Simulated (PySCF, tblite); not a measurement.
Dissociation curve of OH, doublet.

Methods: GFN2-xTB, 300 K electronic temperature (tblite); UCCSD(T) = CCSD(T) on UHF/cc-pVTZ, 1 core orbital frozen (PySCF 2.14.0).

Energies relative to the lowest point of each curve near equilibrium, in kJ/mol; the last columns give the difference from UCCSD(T):

```csv
R / Å,GFN2-xTB,UCCSD(T),GFN2-xTB − UCCSD(T)
0.73,236.2,255.4,-19.2
0.77,141.8,158.7,-17.0
0.83,55.7,66.5,-10.8
0.88,18.7,24.4,-5.7
0.92,4.4,6.9,-2.5
0.94,1.2,2.4,-1.3
0.97,0.0,0.0,0.0
0.99,1.3,0.8,0.5
1.03,8.0,7.2,0.8
1.07,18.8,18.5,0.3
1.14,44.3,46.5,-2.2
1.22,79.8,86.0,-6.1
1.31,124.0,134.3,-10.3
```

GFN2-xTB is furthest from UCCSD(T) at 0.73 (-19.2 kJ/mol, below); its mean absolute difference over the points is 5.9 kJ/mol.

The scan ran from 0.73 to 3.92 Å; beyond the distances shown one of the unrestricted levels run for this scan, shown here or not, changes its spin distribution in one step. The unrestricted determinant behind UCCSD(T) is spin-contaminated at 1.31 Å (<S²> up to 0.9, against 0.75 for a pure doublet).
